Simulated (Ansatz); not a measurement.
This geometry of CH$_{6}$FN$_{3}$ (11 atoms, charge 0, multiplicity 1) is a first-order saddle point.

These are results of RKS PBE-D4/6-31G* (Ansatz), not measurements.

```xyz
11
Properties=species:S:1:pos:R:3
N -0.460 1.209 0.230
C 0.237 0.000 -0.035
N 0.145 -0.834 1.123
N -0.165 -0.810 -1.191
F 1.582 0.370 -0.367
H -0.279 2.034 -0.327
H -1.117 1.255 0.997
H 0.576 -1.736 0.903
H 0.652 -0.397 1.898
H 0.084 -0.280 -2.034
H -1.190 -0.868 -1.176
```

Problem. Which two structures does it join? (They come from a converged band through this point; their orientation in space is the band's.)

Solution. No bond is made or broken. The height of N1 over the plane of its neighbours goes from 0.39 to -0.41 Å.

Image 0:

```xyz
11
Properties=species:S:1:pos:R:3
N -0.268 1.286 0.404
C 0.290 0.004 -0.008
N 0.223 -0.868 1.115
N -0.262 -0.717 -1.150
F 1.609 0.329 -0.424
H -0.190 1.949 -0.375
H -1.263 1.163 0.619
H 0.686 -1.752 0.888
H 0.682 -0.426 1.916
H -0.185 -0.128 -1.985
H -1.257 -0.898 -0.979
```

Image 8:

```xyz
11
Properties=species:S:1:pos:R:3
N -0.682 1.124 0.228
C 0.163 -0.024 -0.021
N 0.113 -0.917 1.091
N -0.182 -0.763 -1.216
F 1.513 0.434 -0.275
H -0.459 1.835 -0.479
H -0.446 1.546 1.136
H 0.701 -1.725 0.865
H 0.496 -0.469 1.930
H 0.045 -0.187 -2.033
H -1.198 -0.910 -1.208
```

Problem. How far does it lie above each of them?

Solution. 0.185 eV above the first and 0.181 eV above the second. This is the barrier of this one path; another mechanism may lie lower.

The run took 5.4 min on 1 thread of Intel(R) Xeon(R) Processor @ 2.50GHz (Skylake/Cascade Lake), with other jobs on the host, peak memory 0.18 GiB.
